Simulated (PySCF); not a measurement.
hydrogen chloride (ClH), SMILES Cl. Heavy atoms are numbered as in [ClH:1]. Hydrogens are named by the atom that carries them.

Coordinates come from a PBE0-D3(BJ)/def2-TZVPD optimisation.

These are ωB97X/def2-TZVPD (PySCF) values and carry that method's errors.

Mulliken values depend strongly on the basis, most of all with diffuse functions as here. ESP charges are fitted to the potential on shells at 1.4 to 2.0 van der Waals radii. Atomic charges (e), one atom of each kind:

| atom | ESP fit | IAO | Mulliken |
|---|---|---|---|
| Cl1 (ClH) | -0.23 | -0.21 | -0.26 |
| H on Cl1 | 0.23 | 0.21 | 0.26 |
